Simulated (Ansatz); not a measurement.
**Chlorine (Cl₂): small, medium and large basis sets**

An exercise on one series of results from a longer session: the logs are not shown, and one member is left open.

Computed with Ansatz 0.2.0, Gaussian basis. Level: one geometry, several basis sets.

The runs, in order: PBE0-D4/def2-SVP; ωB97M-V/def2-SVP; PBE0-D4/def2-QZVPP; ωB97M-V/def2-QZVPP; CCSD(T)/cc-pV(D+d)Z; CCSD(T)/cc-pV(T+d)Z; CCSD(T)/cc-pV(Q+d)Z; the functionals' def2-TZVPP values are taken from earlier runs.

### Structure used throughout

An earlier PBE0-D4 in a triple-zeta def2 set relaxation fixed the geometry.

2 atoms, charge 0, spin multiplicity 1.

Atoms are counted from 1 here; the program's logs count them from 0.

Bond lengths: Cl1–Cl2 1.982 Å.

Coordinates:

```mol
Cl2
  3D, bonds by distance, orders not assigned

  2  1  0  0  0  0  0  0  0  0999 V2000
    0.8457   -0.2816    0.4336 Cl  0  0
   -0.8457    0.2816   -0.4336 Cl  0  0
  1  2  8  0
M  END
```

The first run:

in.yaml

```yaml
crystal:
  periodic: [false, false, false]
  atoms:
    - {symbol: Cl, position_ang: [0.845691, -0.281595, 0.433600]}
    - {symbol: Cl, position_ang: [-0.845691, 0.281595, -0.433600]}
basis:
  gaussian: {orbitals: def2-SVP}
hamiltonian: {xc: pbe0, dispersion: d4}
output: {orbitals: {seedname: orbitals}}
```

The run is started by

```sh
$ ansatz run in.yaml --threads 2 --pin off --events-out ev --progress --plain --max-ram 32768MiB --backend cpu
```

Among the steps run: PBE0-D4 in def2-SVP; ωB97M-V in def2-SVP; PBE0-D4 in def2-QZVPP; ωB97M-V in def2-QZVPP.

One of the session's tables, all rows but one given; the rest of the session is left out.

| functional | basis | HOMO (eV) | LUMO (eV) |
| --- | --- | --- | --- |
| PBE0-D4 | def2-SVP | -8.50 | -2.81 |
| PBE0-D4 | def2-TZVPP | -8.65 | -3.00 |
| PBE0-D4 | def2-QZVPP | -8.70 | -3.07 |
| ωB97M-V | def2-SVP | -10.72 | -0.34 |
| ωB97M-V | def2-TZVPP | ? | ? |
| ωB97M-V | def2-QZVPP | -10.97 | -0.82 |

Q: Estimate the row for ωB97M-V, def2-TZVPP from the others.

**Answer.** HOMO (eV): -10.90; LUMO (eV): -0.66. In the column «HOMO (eV)» it lies between ωB97M-V, def2-QZVPP (-10.97) and ωB97M-V, def2-SVP (-10.72).
